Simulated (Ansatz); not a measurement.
input.yaml (Ansatz)

```yaml
crystal:
  lattice:
    - [3.5666896047, 0.0, 0.0]
    - [-1.7833448023, 3.0888438051, 0.0]
    - [0.0, 0.0, 5.7652215841]
  atoms:
    - { symbol: Dy, position: [0.3333333333, 0.6666666667, 0.25], spin: 4.695 }
    - { symbol: Dy, position: [0.6666666667, 0.3333333333, 0.75], spin: -4.695 }
hamiltonian:
  xc: mr2scan
  pseudopotentials:
    kind: paw
    azcp:
      Dy: "pseudopotentials/Dy.paw.azcp"
basis:
  ecutwfc: 500
  fft_grid_basis: typed
kpoints:
  mp_grid: { grid: [13, 13, 7], shift: [0, 0, 0] }
magnetization:
  spin_polarized: true
scf:
  occupations: { method: fermi_dirac, width: 0.05 }
output:
  stress: true
```

Terminal output

```
Engine: ansatz 0.2.0, x86_64-unknown-linux-gnu
Pseudopotentials: kind: paw
Pseudopotential: Dy, paw, valence charge 20, recommended cutoff 500 eV (meta_gga) 
Functional definition: m-r2SCAN
  exchange = m_r2scan_x
  correlation = m_r2scan_c
Crystal: 2 atoms, lattice volume = 63.515 Å³
Basis set: ecut = 500 eV, 1653 PW (Γ), exchange–correlation on 108×108×180 points (64 copies of the dense FFT grid, shifted against one another)
Bands: 30, of which v1, the nominal top of the filled ones, is band 20 counted from 1 (19 counted from 0)
Symmetry: 12 space group operations
Space group: P-6m2 (ITA 187), of the structure as read, at distance tolerance 4.0e-5 Å
Magnetic group: BNS 194.267 (UNI 1497), of the structure as read, at distance tolerance 4.0e-5 Å
k-points: 84 of 1183 (time reversal used)
Non-local potential: Dy, projectors of the file, l = 0: 3, l = 1: 2, l = 2: 2, l = 3: 3
PAW form: soft (Blöchl's): semilocal exchange-correlation on the pseudo side does not see the compensation charge
PAW frozen core: Dy, regenerated for the run's functional (the file was generated under x = pbe(κ = 0.804, μ = 0.2195149727645171), c = pbe(β = 0.06672455060314922))
PAW one-centre angular grid: Dy, 2702 points (default); XC on 160 Gauss nodes
Initial density: superposition of atomic densities (chi_scale 0.1, normalization cell)
Starting moments: Σ|m| = 9.39 μB on 2 of 2 sites
Starting magnetic order: antiferromagnet; an inversion exchanges its spin sublattices: spin-degenerate at every k-point
Initial wavefunctions: pseudopotential atomic-orbital guess
Functional: x = mr2scan, c = mr2scan; τ floored in thin density (d = 2e-4 eV/Å³)
iter 1 solved again at ethr=1.24e-3 eV; its pass at ethr=3.10e-3 eV (dr2=4.96e-1 eV) is discarded
SCF iter   1: F=—  HF=-21230.768507 eV  |F-HF|=—  |Δ(HF+E_count)|=         —  Δρ=2.44e-2 (↑2.44e-2 ↓2.44e-2)  dr2=4.57e-1  dr2_τ=6.44e-3  dr2_m=1.87e-1  M=0.000 μB ∫|m|=9.517 μB  β_m=0.30  ethr=1.24e-3  ⟨swp⟩=2.3  Hψ=26830  notcnv=0
Mixer restart at iter 1: flushing history
spin=Collinear: Kerker preconditioning applied to the charge; magnetization (m = ρ↑ − ρ↓) channel mixes plain (no charge-response kernel on spin).
SCF iter   2: F=—  HF=-21231.432840 eV  |F-HF|=—  |Δ(HF+E_count)|=   6.64e-1  Δρ=1.81e-2 (↑1.81e-2 ↓1.81e-2)  dr2=2.81e-1  dr2_τ=2.35e-3  dr2_m=9.01e-2  M=0.000 μB ∫|m|=9.512 μB  β_m=0.30  ethr=1.14e-3  ⟨swp⟩=3.7  Hψ=10417  notcnv=0  defer=32  κ⁻¹=1.0e0(r=1)
SCF iter   3: F=—  HF=-21232.789133 eV  |F-HF|=—  |Δ(HF+E_count)|=         —  Δρ=1.16e-2 (↑1.16e-2 ↓1.16e-2)  dr2=7.82e-2  dr2_τ=1.91e-3  dr2_m=3.86e-2  M=-0.001 μB ∫|m|=9.588 μB  β_m=1.00  ethr=7.02e-4  ⟨swp⟩=3.2  Hψ=10722  notcnv=0  defer=32
Mixer restart at iter 3: flushing history
...
SCF 5 converged in 3 iterations: F = -21232.828506 eV  dr2 = 1.05e-9
Symmetry: 1 space group operations
k-points: 592 of 1183 (time reversal used)
iter 1 solved again at ethr=2.63e-12 eV; its pass at ethr=2.50e-6 eV (dr2=1.05e-9 eV) is discarded
SCF iter   1: F=-21232.828506 eV  HF=-21232.828506 eV  |F-HF|=1.05e-9  |Δ(HF+E_count)|=         —  Δρ=1.46e-6 (↑9.46e-7 ↓1.46e-6)  dr2=1.05e-9  dr2_τ=4.65e-12  dr2_m=5.65e-10  M=-0.182 μB ∫|m|=9.645 μB  ethr=2.63e-12  ⟨swp⟩=1.0  Hψ=200830  notcnv=0
spin=Collinear: Kerker preconditioning applied to the charge; magnetization (m = ρ↑ − ρ↓) channel mixes plain (no charge-response kernel on spin).
SCF iter   2: F=-21232.827815 eV  HF=-21232.828511 eV  |F-HF|=6.96e-4  |Δ(HF+E_count)|=   5.20e-6  Δρ=7.26e-4 (↑6.44e-4 ↓7.26e-4)  dr2=6.66e-4  dr2_τ=1.38e-7  dr2_m=1.31e-4  M=-0.192 μB ∫|m|=9.644 μB  ethr=2.50e-6  ⟨swp⟩=1.9  Hψ=148280  notcnv=0
SCF iter   3: F=-21231.743155 eV  HF=-21232.889730 eV  |F-HF|=1.15e0  |Δ(HF+E_count)|=   6.12e-2  Δρ=2.97e-2 (↑2.97e-2 ↓2.60e-2)  dr2=1.11e0  dr2_τ=1.88e-4  dr2_m=2.23e-1  M=0.339 μB ∫|m|=9.602 μB  ethr=2.50e-6  ⟨swp⟩=1.6  Hψ=133766  notcnv=0
SCF iter   4: F=-21232.873848 eV  HF=-21232.880336 eV  |F-HF|=6.49e-3  |Δ(HF+E_count)|=   9.39e-3  Δρ=3.59e-3 (↑3.59e-3 ↓3.50e-4)  dr2=6.78e-3  dr2_τ=5.29e-6  dr2_m=2.00e-3  M=-0.007 μB ∫|m|=9.607 μB  ethr=2.50e-6  ⟨swp⟩=2.0  Hψ=128711  notcnv=0
SCF iter   5: F=-21232.880131 eV  HF=-21232.880343 eV  |F-HF|=2.12e-4  |Δ(HF+E_count)|=   6.68e-6  Δρ=5.05e-4 (↑5.05e-4 ↓1.48e-4)  dr2=1.91e-4  dr2_τ=1.15e-7  dr2_m=3.49e-5  M=-0.007 μB ∫|m|=9.653 μB  ethr=2.50e-6  ⟨swp⟩=1.7  Hψ=83343  notcnv=0
SCF iter   6: F=-21232.880338 eV  HF=-21232.880340 eV  |F-HF|=2.73e-6  |Δ(HF+E_count)|=   2.64e-6  Δρ=3.19e-5 (↑2.58e-5 ↓3.19e-5)  dr2=3.03e-6  dr2_τ=6.18e-9  dr2_m=2.09e-7  M=-0.001 μB ∫|m|=9.649 μB  ethr=8.66e-7  ⟨swp⟩=1.0  Hψ=76064  notcnv=0
SCF iter   7: F=-21232.880340 eV  HF=-21232.880340 eV  |F-HF|=7.25e-8  |Δ(HF+E_count)|=   2.26e-7  Δρ=6.83e-6 (↑6.83e-6 ↓4.50e-6)  dr2=5.70e-8  dr2_τ=3.08e-10  dr2_m=5.14e-9  M=-0.000 μB ∫|m|=9.650 μB  ethr=2.50e-10  ⟨swp⟩=3.1  Hψ=120009  notcnv=0
SCF iter   8: F=-21232.880340 eV  HF=-21232.880340 eV  |F-HF|=1.25e-8  |Δ(HF+E_count)|=   2.92e-9  Δρ=3.39e-6 (↑3.39e-6 ↓3.02e-6)  dr2=1.39e-8  dr2_τ=6.88e-12  dr2_m=3.18e-9  M=-0.000 μB ∫|m|=9.650 μB  ethr=2.50e-10  ⟨swp⟩=1.9  Hψ=87829  notcnv=0
SCF iter   9: F=-21232.880340 eV  HF=-21232.880340 eV  |F-HF|=1.25e-8  |Δ(HF+E_count)|=  1.82e-11  Δρ=3.39e-6 (↑3.39e-6 ↓3.02e-6)  dr2=1.39e-8  dr2_τ=6.80e-12  dr2_m=3.18e-9  M=-0.000 μB ∫|m|=9.650 μB  ethr=3.48e-11  ⟨swp⟩=2.0  Hψ=96626  notcnv=0
SCF 6 converged in 9 iterations: F = -21232.880340 eV  dr2 = 1.39e-8
iter 1 solved again at ethr=3.48e-11 eV; its pass at ethr=3.10e-3 eV (dr2=1.39e-8 eV) is discarded
SCF iter   1: F=-21232.880340 eV  HF=-21232.880340 eV  |F-HF|=1.26e-8  |Δ(HF+E_count)|=         —  Δρ=3.40e-6 (↑3.40e-6 ↓3.02e-6)  dr2=1.39e-8  dr2_τ=7.32e-12  dr2_m=3.18e-9  M=-0.000 μB ∫|m|=9.650 μB  β_m=0.30  ethr=3.48e-11  ⟨swp⟩=1.3  Hψ=164917  notcnv=0
spin=Collinear: Kerker preconditioning applied to the charge; magnetization (m = ρ↑ − ρ↓) channel mixes plain (no charge-response kernel on spin).
SCF iter   2: F=-21232.880339 eV  HF=-21232.880340 eV  |F-HF|=1.77e-6  |Δ(HF+E_count)|=   1.65e-8  Δρ=3.44e-5 (↑3.36e-5 ↓3.44e-5)  dr2=1.67e-6  dr2_τ=3.05e-10  dr2_m=3.25e-7  M=0.000 μB ∫|m|=9.650 μB  β_m=0.30  ethr=3.48e-11  ⟨swp⟩=7.2  Hψ=113558  notcnv=0  κ⁻¹=1.0e0(r=1)
SCF iter   3: F=-21232.880340 eV  HF=-21232.880340 eV  |F-HF|=9.13e-8  |Δ(HF+E_count)|=   1.58e-8  Δρ=8.32e-6 (↑8.32e-6 ↓7.63e-6)  dr2=9.06e-8  dr2_τ=1.80e-11  dr2_m=1.84e-8  M=-0.000 μB ∫|m|=9.650 μB  ethr=3.48e-11  ⟨swp⟩=2.6  Hψ=107480  notcnv=0
SCF 7 converged in 3 iterations: F = -21232.880340 eV  dr2 = 9.06e-8
iter 1 solved again at ethr=2.27e-10 eV; its pass at ethr=2.50e-6 eV (dr2=9.07e-8 eV) is discarded
SCF iter   1: F=-21232.880340 eV  HF=-21232.880340 eV  |F-HF|=9.14e-8  |Δ(HF+E_count)|=         —  Δρ=8.32e-6 (↑8.32e-6 ↓7.63e-6)  dr2=9.07e-8  dr2_τ=1.81e-11  dr2_m=1.84e-8  M=-0.000 μB ∫|m|=9.650 μB  ethr=2.27e-10  ⟨swp⟩=1.0  Hψ=200072  notcnv=0
spin=Collinear: Kerker preconditioning applied to the charge; magnetization (m = ρ↑ − ρ↓) channel mixes plain (no charge-response kernel on spin).
```

The calculation hadn't finished when its time ran out.

Open f shells have many self-consistent states, so the state found may not be the lowest.
